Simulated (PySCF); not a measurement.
Level of theory: B3LYP-D3(BJ)/def2-TZVP // PBE0-D4/def2-SVP (PySCF). Isolated molecules, 0 K electronic values unless said otherwise. B3LYP has the VWN-RPA correlation part, as in Gaussian. 

Reference species (SMILES): `O` (neutral, multiplicity 1).

* **HOMO–LUMO gap**: 8.99 eV
* **dipole moment**: 2.10 D

Changed species: `N` (free base NH3; the reference has free base H2O).

Question: What does the change do to the HOMO–LUMO gap and dipole moment?

Answer: the HOMO–LUMO gap falls by 0.96 eV, to 8.03 eV; the dipole moment falls by 0.32 D, to 1.78 D.
